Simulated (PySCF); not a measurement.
# Predicted spectroscopic data

PySCF calculation with NMR shieldings at PBE0/pcSseg-1/GIAO, couplings computed with B3LYP/pcJ-1 (spin–dipole term left out of most H,H and C,H couplings) and geometry: PBE0-D3(BJ)/def2-SVP; no solvent model, one computed conformer, one averaged value for each set of equivalent atoms, no relativistic terms.

Chemical shifts δ = σref − σ; TMS for 1H, 13C, all at this level. Multiplet labels drop J under 1 Hz and among equivalent protons, and merge close values. Unscaled 3J(H,H) run several per cent high. Vicinal couplings that depend on rotamer populations or ring flexing (ring, CH–CH, X–H and H–F types) are those of the one conformer. Shifts are as computed. Against solution values, carbons near 30 ppm lie about +2 ppm off and those near 130 ppm about +5 ppm. Of 1211 compounds with measured shifts, 218 miss one by over three times the rms of a fit or turn the order of signals round; such compounds aren't used in these exercises.

**1.** SMILES C1C(C)(C)CC1, C₆H₁₂. 1H NMR (600 MHz, computed): δ 1.75 (m, 2H), 1.62 (m, 4H), 1.08 (s, 6H). 13C{1H} NMR (computed): δ 35.4 (CH2), 35.0 (C), 30.5 (CH3), 16.0 (CH2).

**2.** `C=C(C)C(C)C`, C₆H₁₂. 1H NMR (600 MHz, computed): δ 5.09 (dq, J = 2.8, 1.4 Hz, 1H), 4.93 (dq, J = 2.8, 2.0 Hz, 1H), 2.20 (sept, J = 7.7 Hz, 1H), 1.68 (t, J = 1.7 Hz, 3H), 1.01 (d, J = 7.7 Hz, 6H). 13C{1H} NMR (computed): δ 160.7, 117.1, 40.4, 23.1, 17.8.
